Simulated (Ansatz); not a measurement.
The same path of BH$_{6}$NO (9 atoms, charge 0, multiplicity 1) was run twice with different band settings. Lost on the way: B1–O2, N6–H9. Made: O2–H9.

Computed with RKS B3LYP-D4/6-31G* (Ansatz).

Relaxed end points:

```xyz
9
Properties=species:S:1:pos:R:3
B 0.058 0.121 0.354
O -0.484 -0.533 1.506
H -1.422 -0.718 1.377
H 1.230 -0.126 0.157
H -0.638 0.158 -0.645
N 0.154 1.794 0.804
H 0.655 2.353 0.112
H -0.769 2.205 0.946
H 0.656 1.850 1.691
```

```xyz
9
Properties=species:S:1:pos:R:3
B 0.276 0.642 -0.298
O -0.428 -0.400 2.426
H -1.254 -0.675 2.002
H 1.340 0.108 -0.359
H -0.721 0.139 -0.727
N 0.184 1.915 0.280
H 0.990 2.426 0.616
H -0.668 2.460 0.297
H -0.279 0.489 2.065
```

Common settings: movable images 5; climbing image yes; spring 5.0 eV/Å²; optimiser quadratic models (default); force threshold 0.05 eV/Å; iteration limit 60; end points relaxed.

| run | start path |
| --- | --- |
| 1 | through a guess of the saddle point |
| 2 | straight line |

Task: What does each run give, and how far can it be trusted?

Result: Run 1: converged after 16 iterations, highest image 1.032 eV above the first end. A vibrational analysis at the climbing image gives one clearly imaginary mode, 1197i cm⁻¹: a first-order saddle point.
Run 2: converged after 13 iterations, highest image 1.033 eV above the first end. Another band between the same ends (5 images) ends at a top of the same energy, where a vibrational analysis finds 1 clearly imaginary mode.
The orbitals stay closed-shell, which can raise the energy where a bond breaks towards radicals; this wasn't checked here.
